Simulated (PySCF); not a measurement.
P: electron affinity

P⁻ [Ne] 3s2 3p4 (3P) → P [Ne] 3s2 3p3 (4S), as a difference of total energies. Calculation: PySCF 2.14, in def2-TZVPPD; the non-relativistic Hamiltonian (point nucleus). Correlated levels: valence and next inner shell: 1s2 frozen. The calculations carry no spin-orbit coupling.

Order these methods by the electron affinity they give, lowest first.
A. UHF
B. CCSD(T) (valence and next inner shell)
C. MP2 (valence and next inner shell)
D. SCS-MP2 (valence and next inner shell)

A (-0.613 eV), C (0.067 eV), D (0.140 eV), B (0.218 eV).

A first-order spin-orbit estimate (lowest level to lowest level, LS coupling) adds 0.012 eV.

Errors of the correlated levels include the incompleteness of this basis and the frozen core.

A negative affinity means that the anion lies above the atom at that level of theory.

For comparison: 0.747 eV (measured; photodetachment measurements, as compiled on the Wikipedia data page of electron affinities).
